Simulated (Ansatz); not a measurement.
**Al₂H₂ (triplet): from Hartree-Fock to the top rungs at scale of all distances = 1.293, 6-31G**

Aim: climb from Hartree-Fock through coupled cluster and multireference methods for Al₂H₂ (triplet) at one geometry and basis, and see what each rung misses.

Method: 6-31G, core rule «outside noble gas», up to 10 orbitals frozen; program: Ansatz 0.2.0, Gaussian basis.

To be run: UHF; CCSD(T) on ROHF; CCSD(T) on UHF; BCCD(T) on ROHF; CISD; CCSDT(Q) on ROHF; CCSDT(Q) on UHF; CISDTQ; CASSCF and MRCISD+Q, 4 electrons in 4 orbitals; CASSCF and NEVPT2, 4 electrons in 4 orbitals; CASSCF and MRCISD+Q, 8 electrons in 10 orbitals; CASSCF and NEVPT2, 8 electrons in 10 orbitals; Full CI.

17 further runs of the same task are left out: 12 that didn't finish, 5 set aside as unsound or not needed.

## 1. What is computed

The geometry derives from a PBE0/def2-TZVP stationary point (not a proven minimum). All distances are scaled together.

4 atoms, charge 0, spin multiplicity 3.

Atoms are counted from 1 here; the program's logs count them from 0.

No contacts short enough for the rule that draws bonds.

## 2. UHF

Input file in.yaml:

```yaml
crystal:
  periodic: [false, false, false]
  atoms:
    - {symbol: Al, position_ang: [0.000000, 0.000000, -1.552838]}
    - {symbol: Al, position_ang: [0.000000, 0.000000, 1.737976]}
    - {symbol: H, position_ang: [0.000000, 1.833991, -2.477980]}
    - {symbol: H, position_ang: [0.000000, -1.833991, -2.477980]}
basis:
  gaussian: {orbitals: 6-31G}
magnetization: {spin_polarized: true, initial_magnetization: 2}
hamiltonian: {xc: hf}
output: {orbitals: {seedname: orbitals}}
```

Command:

```
> ansatz run in.yaml --threads 1 --pin off --events-out ev --progress --plain --max-ram 2393MiB
```

After this run come: CCSD(T) on ROHF; CCSD(T) on UHF; BCCD(T) on ROHF; CISD; CCSDT(Q) on ROHF; CCSDT(Q) on UHF; CISDTQ; CASSCF and MRCISD+Q, 4 electrons in 4 orbitals; CASSCF and NEVPT2, 4 electrons in 4 orbitals; CASSCF and MRCISD+Q, 8 electrons in 10 orbitals; CASSCF and NEVPT2, 8 electrons in 10 orbitals; Full CI.

Q: Predict the results of all the runs planned. Wanted: FCI below the RHF energy; RMP2 from FCI; UMP2 from FCI; RCCSD from FCI; RCCSD(T) from FCI; UCCSD(T) from FCI; RCCSDT(Q) from FCI; UCCSDT(Q) from FCI; NEVPT2 pair from FCI.

**Answer**, as computed:

```
                         quantity                                                                                          value
         FCI below the RHF energy                                                                                     -2.9054 eV
                    RMP2 from FCI                                                                                +27.24 kcal/mol
                    UMP2 from FCI                                                                                +27.87 kcal/mol
                   RCCSD from FCI                                                                                 +3.04 kcal/mol
                RCCSD(T) from FCI                                                                                 +1.31 kcal/mol
                UCCSD(T) from FCI                                                                                 +1.52 kcal/mol
               RCCSDT(Q) from FCI                                                                                 +0.06 kcal/mol
               UCCSDT(Q) from FCI                                                                                 +0.07 kcal/mol
             NEVPT2 pair from FCI                                                                                +22.10 kcal/mol
           MRCISD+Q pair from FCI                                                                                 -0.39 kcal/mol
          NEVPT2 valence from FCI                                                                                 +3.83 kcal/mol
levels within 1 kcal/mol (43 meV)  RCCSDT, UCCSDT, CISDTQ, RCCSDT(Q), UCCSDT(Q), MRCISD+Q pair, MRCISD valence, MRCISD+Q valence
                    T1 diagnostic                                                                                          0.054
   effectively unpaired electrons                                                                                           2.16
```

RCCSD(T) misses by +1.31 kcal/mol, 2.0 % of the correlation energy. MRCISD+Q pair falls below full CI: the +Q correction isn't variational, and the cores differ from full CI's. The occupations are near whole numbers, but T1 = 0.054 shows that the orbitals relax strongly. Of the multireference levels listed MRCISD+Q valence comes nearest in total energy (+0.20 kcal/mol), which doesn't show that its space is the better one. These misses are within one basis, not against nature; the frozen cores of restricted and unrestricted runs differ, which can shift their rows.
